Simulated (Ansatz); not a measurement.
# One shape, several levels: [CF2]+ (SMILES F[C+]F)

Aim: a comparison of 6 runs (UHF/cc-pVTZ, UB3LYP/6-31G*, UB3LYP/cc-pVTZ, UHSE06/cc-pVTZ, UMP2/cc-pVTZ, UCCSD(T)/cc-pVTZ) of [CF2]+. 

The results are computed with Ansatz 0.2.0.

1 further run of the same task is left out (set aside as unsound or not needed).

**1. The molecule**

The species is [CF2]+ (3 atoms), meant as a doublet with charge +1. As SMILES, `F[C+]F`. The C2–F3 distance was set to 2.185 Å, away from the relaxed value. At this shape a bond of the SMILES string is far longer than usual.

Bond lengths: F1–C2 1.214 Å. A long bond or contact: C2–F3 2.185 Å.

**2. A single-point energy at UHF/cc-pVTZ (run 1)**

Contents of input.yaml:

```yaml
crystal:
  periodic: [false, false, false]
  atoms:
    - {symbol: F, position_ang: [1.123558, 1.397197, 0.772792]}
    - {symbol: C, position_ang: [1.020158, 0.202857, 0.583872]}
    - {symbol: F, position_ang: [-0.654830, -0.751620, -0.443470]}
basis:
  gaussian:
    orbitals: cc-pVTZ
total_charge: 1
magnetization:
  spin_polarized: true
  initial_magnetization: 1
hamiltonian:
  xc: hf
accuracy: high
output:
  orbitals: {seedname: orbitals}
```

Command:

```console
$ ansatz run input.yaml --threads 1 --pin off --max-ram 3480MiB --events-out events.jsonl --progress --plain --runs-dir runs
```

The log of the run:

```text
Warning: RAYON_NUM_THREADS=1 ignored (pool sized by the plan → 1); use --threads N
Functional definition: HF
  name "HF"
  exchange = exact_x
  correlation = 0
1357 factors; integrals over basis functions are off by at most 3.6e-9 eV
mean field evaluation 1: about -6411.6168 eV, gradient 5.4e1 eV
mean field evaluation 2: about -6411.6193 eV, gradient 5.4e1 eV
mean field evaluation 4: about -6421.4786 eV, gradient 2.6e1 eV
mean field evaluation 8: about -6429.6816 eV, gradient 1.5e0 eV
mean field evaluation 16: about -6429.7195 eV, gradient 2.0e-1 eV
mean field evaluation 32: about -6428.3155 eV, gradient 2.6e1 eV
mean field evaluation 64: about -6429.7355 eV, gradient 2.3e-1 eV
mean field evaluation 96: about -6429.7692 eV, gradient 2.2e-1 eV
mean field evaluation 128: about -6429.6825 eV, gradient 1.2e0 eV
mean field evaluation 160: about -6424.0787 eV, gradient 2.1e1 eV
mean field evaluation 192: about -6427.9947 eV, gradient 2.6e1 eV
mean field evaluation 224: about -6429.6620 eV, gradient 4.3e-1 eV
mean field evaluation 256: about -6424.3778 eV, gradient 4.6e0 eV
mean field evaluation 288: about -6421.4660 eV, gradient 2.6e1 eV
mean field -6429.81199181 eV, -236.2912324158 hartree, gradient 2.3e-8 eV, S^2 0.754451; 4 other end points of the search recorded, 0 dependent functions left out
reference -6429.81199181 eV, -236.2912324158 hartree; 12, 11 occupied and 78, 79 virtual orbitals, 1357 factors
Total energy: -6429.81199181 eV, -236.2912324158 hartree
```

Run time: 9 s. Hardware: 1 thread of Arm Neoverse V1, shared host; peak memory 0.19 GiB.

**3. The energy at UB3LYP/6-31G(d) (spherical functions) (run 2)**

Contents of run.yaml:

```yaml
crystal:
  periodic: [false, false, false]
  atoms:
    - {symbol: F, position_ang: [1.123558, 1.397197, 0.772792]}
    - {symbol: C, position_ang: [1.020158, 0.202857, 0.583872]}
    - {symbol: F, position_ang: [-0.654830, -0.751620, -0.443470]}
basis:
  gaussian:
    orbitals: 6-31G_st_-spherical.json
total_charge: 1
magnetization:
  spin_polarized: true
  initial_magnetization: 1
hamiltonian:
  xc: {name: B3LYP}
accuracy: high
output:
  orbitals: {seedname: orbitals}
```

The basis set 6-31G* is read from a file made from the Basis Set Exchange's data (not shown).

Command:

```console
$ ansatz run run.yaml --threads 1 --pin off --max-ram 3480MiB --events-out events.jsonl --progress --plain --runs-dir runs
```

The log of the run:

```text
Warning: RAYON_NUM_THREADS=1 ignored (pool sized by the plan → 1); use --threads N
Functional definition: B3LYP
  name "B3LYP"
  parameter a0 = 0.2
  parameter ax = 0.72
  parameter ac = 0.81
  exchange = (1 - a0 - ax)*slater_x + ax*b88_x + a0*exact_x
  correlation = (1 - ac)*vwn_rpa_c + ac*lyp_c
793 factors; integrals over basis functions are off by at most 1.0e-8 eV
mean field evaluation 1: about -6432.2035 eV, gradient 6.6e1 eV
mean field evaluation 2: about -6093.1374 eV, gradient 1.6e2 eV
mean field evaluation 4: about -6449.8205 eV, gradient 2.1e1 eV
mean field evaluation 8: about -6453.2287 eV, gradient 6.8e-1 eV
mean field evaluation 16: about -6453.4459 eV, gradient 3.5e-1 eV
mean field evaluation 32: about -6453.3632 eV, gradient 3.2e0 eV
mean field -6453.44783221 eV, -237.1598335295 hartree, gradient 2.3e-8 eV, S^2 0.753344; 3 other end points of the search recorded, 0 dependent functions left out
reference -6453.44785054 eV, -237.1598342032 hartree; 12, 11 occupied and 30, 31 virtual orbitals, 793 factors
Total energy: -6453.44785054 eV, -237.1598342032 hartree
```

Run time: 5.4 s. Hardware: 1 thread of Arm Neoverse V1, shared host; peak memory 0.14 GiB.

**4. The energy at UB3LYP/cc-pVTZ (run 3)**

Contents of job.yaml:

```yaml
crystal:
  periodic: [false, false, false]
  atoms:
    - {symbol: F, position_ang: [1.123558, 1.397197, 0.772792]}
    - {symbol: C, position_ang: [1.020158, 0.202857, 0.583872]}
    - {symbol: F, position_ang: [-0.654830, -0.751620, -0.443470]}
basis:
  gaussian:
    orbitals: cc-pVTZ
accuracy: high
magnetization:
  spin_polarized: true
  initial_magnetization: 1
total_charge: 1
output:
  orbitals: {seedname: orbitals}
hamiltonian:
  xc: {name: B3LYP}
```

Command:

```console
$ ansatz run job.yaml --threads 1 --pin off --max-ram 3480MiB --events-out events.jsonl --progress --plain --runs-dir runs
```

The log of the run:

```text
Warning: RAYON_NUM_THREADS=1 ignored (pool sized by the plan → 1); use --threads N
Functional definition: B3LYP
  name "B3LYP"
  parameter a0 = 0.2
  parameter ax = 0.72
  parameter ac = 0.81
  exchange = (1 - a0 - ax)*slater_x + ax*b88_x + a0*exact_x
  correlation = (1 - ac)*vwn_rpa_c + ac*lyp_c
1357 factors; integrals over basis functions are off by at most 3.6e-9 eV
mean field evaluation 1: about -6434.7840 eV, gradient 7.3e1 eV
mean field evaluation 2: about -6095.1955 eV, gradient 1.8e2 eV
mean field evaluation 4: about -6452.7656 eV, gradient 3.0e1 eV
mean field evaluation 8: about -6455.9091 eV, gradient 9.4e-1 eV
mean field evaluation 16: about -6456.0598 eV, gradient 1.5e0 eV
mean field evaluation 32: about -6455.9290 eV, gradient 6.5e0 eV
mean field -6456.06837213 eV, -237.2561365956 hartree, gradient 1.9e-8 eV, S^2 0.753386; 3 other end points of the search recorded, 0 dependent functions left out
reference -6456.06839481 eV, -237.2561374288 hartree; 12, 11 occupied and 78, 79 virtual orbitals, 1357 factors
Total energy: -6456.06839481 eV, -237.2561374288 hartree
```

Run time: 9.3 s. Hardware: 1 thread of Arm Neoverse V1, shared host; peak memory 0.24 GiB.

Runs 4 to 5 aren't shown in full; the table further down has their settings and results.

**5. The energy at UCCSD(T)/cc-pVTZ (run 6)**

Contents of molecule.yaml:

```yaml
crystal:
  periodic: [false, false, false]
  atoms:
    - {symbol: F, position_ang: [1.123558, 1.397197, 0.772792]}
    - {symbol: C, position_ang: [1.020158, 0.202857, 0.583872]}
    - {symbol: F, position_ang: [-0.654830, -0.751620, -0.443470]}
basis:
  gaussian: {orbitals: cc-pVTZ}
magnetization: {spin_polarized: true, initial_magnetization: 1}
accuracy: high
scf: {omitted_lower_state_checks: [cluster_reference, increment]}
total_charge: 1
correlation: {method: ccsd_t, frozen_orbitals: {C: 1, F: 1}}
```

Command:

```console
$ ansatz run molecule.yaml --threads 1 --pin off --max-ram 3480MiB --events-out events.jsonl --progress --plain --runs-dir runs
```

The log of the run:

```text
Warning: RAYON_NUM_THREADS=1 ignored (pool sized by the plan → 1); use --threads N
[... 20 lines left out ...]
3 core orbitals not correlated: weight in the atoms' cores, before any rotation towards them, 1.000 or more for the frozen orbitals, at most 0.000 for the correlated occupied ones
[... 43 lines left out ...]
Total energy: -6446.17899744 eV, -236.8927087788 hartree
Checks for a lower state left out: cluster_reference, increment
```

Run time: 44 s. Hardware: 1 thread of Arm Neoverse V1, shared host; peak memory 0.76 GiB.

**6. Overview of the runs**

```
run                                level  frozen core orbitals  energy (Eh)  HOMO energy (eV)  LUMO energy (eV)   ⟨S²⟩  wall time
  1                          UHF/cc-pVTZ                     –  -236.291232            -24.04             -7.57  0.754        9 s
  2  UB3LYP/6-31G* (spherical functions)                     –  -237.159834            -18.32            -13.83  0.753      5.4 s
  3                       UB3LYP/cc-pVTZ                     –  -237.256137            -18.64            -14.13  0.753      9.3 s
  4                       UHSE06/cc-pVTZ                     –  -237.008327            -18.47            -13.76  0.753       10 s
  5                         UMP2/cc-pVTZ                     3  -236.850351                 –                 –  0.754       16 s
  6                     UCCSD(T)/cc-pVTZ                     3  -236.892709                 –                 –  0.754       44 s
```

**7. What came out**

```
                                          quantity          value
                               run 6: total energy  -236.89271 Eh
run 6: correlation energy (3 core orbitals frozen)     -601.5 mEh
                             run 6: (T) correction     -20.28 mEh
          run 6: ⟨S²⟩ of the reference determinant          0.754
                              run 6: T1 diagnostic          0.021
```

**Reading.** Below the UHF energy at the same shape and in the same basis (cc-pVTZ): UMP2 -559.1 mEh; UCCSD(T) -601.5 mEh. Totals of different functionals can't be ranked against each other. All runs together took 94 s, the longest 44 s.
